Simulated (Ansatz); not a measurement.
Basis-set extrapolation for C6H14 (`CCCCCC`) (PBE0-D4/def2-TZVP geometry, frozen core, the Gaussian-basis code of Ansatz). Multiplicity 1, RHF reference.

|  | def2-TZVPP | def2-QZVPP |
| --- | --- | --- |
| HF | -235.452994 | -235.464308 |
| MP2 correlation | -1.066991 | -1.132567 |
| CCSD(T) correlation | -1.182258 | not run |

Energies in hartree. Use E(X) = E(∞) + A·exp(−7.88·√X) for Hartree–Fock and E(X) = E(∞) + B·X^(−2.97) for correlation, with X = 3 and 4, and add CCSD(T) minus MP2 of the smaller set to the MP2 limit.

Question: What is the CCSD(T) energy at the basis-set limit?

Answer: HF limit: -235.464308 + (-0.011314) × 0.13774 = -235.46587. MP2 limit: -1.132567 + (-0.065576) × 0.74074 = -1.18114. Higher-order term: -1.182258 − (-1.066991) = -0.11527. Total: -236.76228 hartree, 3.46 eV below CCSD(T)/def2-TZVPP.
